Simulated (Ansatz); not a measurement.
# BCl (singlet): from Hartree-Fock to the top rungs, 6-31G

The task here is to estimate one member of a computed series from the others.

Computed with Ansatz 0.2.0, Gaussian basis. Level: 6-31G, core rule «outside noble gas», up to 6 orbitals frozen.

Plan: UHF; CCSD(T) on RHF; CCSD(T) on UHF; BCCD(T) on RHF; CISD; CCSDT(Q) on RHF; CCSDT(Q) on UHF; CISDTQ; CCSDTQ on RHF; CCSDTQ on UHF; CASSCF and MRCISD+Q, 10 electrons in 8 orbitals; CASSCF and NEVPT2, 10 electrons in 8 orbitals; Full CI.

15 further runs of the same task are left out: 3 that didn't finish, 12 set aside as unsound or not needed.

## What is computed

The geometry is a PBE0/def2-TZVP stationary point (not a proven minimum) of the parent state, kept for this charge and spin.

2 atoms, charge 0, spin multiplicity 1.

Atoms are counted from 1 here; the program's logs count them from 0.

Bond lengths: B1–Cl2 1.697 Å.

The first run:

Contents of in.yaml:

```yaml
crystal:
  periodic: [false, false, false]
  atoms:
    - {symbol: B, position_ang: [0.000000, 0.000000, 0.000000]}
    - {symbol: Cl, position_ang: [0.000000, 0.000000, 1.696600]}
basis:
  gaussian: {orbitals: 6-31G}
magnetization: {spin_polarized: true, initial_magnetization: 0}
hamiltonian: {xc: hf}
output: {orbitals: {seedname: orbitals}}
```

The run is started by

```bash
$ ansatz run in.yaml --threads 1 --pin off --events-out ev --progress --plain --max-ram 2393MiB
```

Steps of the session up to this table: UHF; CCSD(T) on RHF; CCSD(T) on UHF; BCCD(T) on RHF; CISD; CCSDT(Q) on RHF; CCSDT(Q) on UHF; CISDTQ; CCSDTQ on RHF; CCSDTQ on UHF; CASSCF and MRCISD+Q, 10 electrons in 8 orbitals; CASSCF and NEVPT2, 10 electrons in 8 orbitals; Full CI.

One of the session's tables, all rows but one given; the rest of the session is left out.

| method | from FCI (meV) |
| --- | --- |
| RHF | +2990.0 |
| UHF | +2957.2 |
| RMP2 | +717.1 |
| CISD | +260.4 |
| RCCSD | +119.6 |
| RCCSD(T) | +17.0 |
| BCCD(T) | +11.5 |
| RCCSDT | +3.4 |
| CISDTQ | +10.3 |
| RCCSDT(Q) | -0.5 |
| RCCSDTQ | -1.2 |
| CASSCF valence | +1301.6 |
| NEVPT2 valence | +339.3 |
| MRCISD valence | ? |
| MRCISD+Q valence | +7.8 |
| FCI | 0 |

Estimate the missing values for MRCISD valence.

As computed: from FCI (meV): +40.4. In the column «from FCI (meV)» it lies between RCCSD(T) (+17.0) and RCCSD (+119.6).

Not comparable, so not listed: CCSD(T) on UHF; CCSDTQ on UHF (they don't share determinant, frozen orbitals or solution with the rows shown, or repeat one).
